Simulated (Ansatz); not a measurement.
The parent structure is InP in the zinc blende structure (space group F-43m, No. 216; a = 5.960 Å).

Calculations: DFT with PBE, PAW potentials and a 420 eV plane-wave cutoff in Ansatz (a first-principles code), without spin-orbit coupling.

```csv
level,band gap,lattice parameter a,electron mass at Γ
PBE,0.44 eV,5.960 Å,0.037 mₑ
```

Question: From these computed values, estimate the measured ones, and say how each level misses.

Answer: Measured: band gap 1.47 eV (static lattice; corrected from measurement; as listed in Wei Chen et al., Physical Review Materials (2018)); lattice parameter a 5.858 Å (static lattice; corrected from measurement; as listed in Daniel Mejia-Rodriguez, S. B. Trickey, Phys. Rev. B (2018)); electron mass at Γ 0.079 mₑ (temperature not stated; as listed in Magdalena Laurien, Oleg Rubel, Phys. Rev. B (2022)). Computed minus measured — band gap: PBE -1.03 eV; lattice parameter a: PBE +1.7 %; electron mass at Γ: PBE -53 %. Measured values not marked as corrected hold thermal and zero-point effects that the static-lattice runs lack. A measured gap can be an optical one, lowered by exciton binding. Levels without spin-orbit coupling miss its lowering of the gap, often about a third of the valence-band splitting.

Masses are band curvatures over ±0.01 Å⁻¹ around the edge. Stability against distortions was not tested.
